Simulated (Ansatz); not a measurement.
Z-matrix (Å, degrees):
```
C
O 1 1.401
H 1 1.098 2 112.6
H 1 1.099 2 111.3 3 -121.9
H 1 1.091 2 107.3 3 119.2
C 2 1.405 1 113.8 3 67.4
C 6 1.520 2 113.7 1 -76.0
H 6 1.095 2 106.0 1 164.2
H 6 1.099 2 111.0 1 47.7
N 7 1.453 6 109.1 2 -175.3
H 7 1.094 6 109.8 2 66.8
H 7 1.101 6 108.3 2 -49.8
H 10 1.011 7 111.0 6 -172.1
H 10 1.013 7 110.6 6 69.3
```

Total charge 0; spin multiplicity 1.

Task: List the PBE/def2-TZVPP orbital energies in eV (Ansatz 0.2.0). (An estimate is asked.)

Result: Computed: Occupied: -510.26, -380.04, -269.89, -269.85, -269.40, -25.88, -22.04, -18.24, -16.53, -14.57, -12.43, -12.11, -11.46, -10.84, -10.49, -9.61, -9.14, -8.52, -7.26, -5.80, -5.46. Lowest empty: 0.24, 0.76, 1.22, 1.82, 1.92, 2.38, 2.63, 2.83.
